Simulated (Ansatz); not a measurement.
# H2SSi: the cost of one run

The runs use Ansatz 0.2.0, Gaussian basis; def2-QZVPP, core rule «outside noble gas», up to 10 orbitals frozen.

The runs, in order: UHF; ROHF; CCSD(T) on UHF.

2 further runs of the same task are left out: 2 set aside as unsound or not needed.

## Step 1: What is computed

The geometry is a PBE0/def2-TZVP stationary point (not a proven minimum) of the parent state, kept for this charge and spin.

4 atoms, charge 0, spin multiplicity 3.

Atoms are counted from 1 here; the program's logs count them from 0.

Bond lengths: Si1–S2 1.938 Å, Si1–H3 1.485 Å, Si1–H4 1.485 Å. Angles: S2–Si1–H3 125.0°, S2–Si1–H4 125.0°, H3–Si1–H4 109.9°.

## Step 2: UHF

in.yaml

```yaml
crystal:
  periodic: [false, false, false]
  atoms:
    - {symbol: Si, position_ang: [0.000000, 0.000000, 0.971947]}
    - {symbol: S, position_ang: [0.000000, 0.000000, -0.966027]}
    - {symbol: H, position_ang: [0.000000, 1.216091, 1.824529]}
    - {symbol: H, position_ang: [0.000000, -1.216091, 1.824529]}
basis:
  gaussian: {orbitals: "def2-QZVPP.json"}
magnetization: {spin_polarized: true, initial_magnetization: 2}
hamiltonian: {xc: hf}
output: {orbitals: {seedname: orbitals}}
```

On the command line:

```bash
$ ansatz run in.yaml --threads 1 --pin off --events-out ev --progress --plain --max-ram 2393MiB
```

Q: Estimate wall time and peak memory on 1 thread of Arm Neoverse V1, shared host.

About 21 s, with a peak of 0.5 GiB.
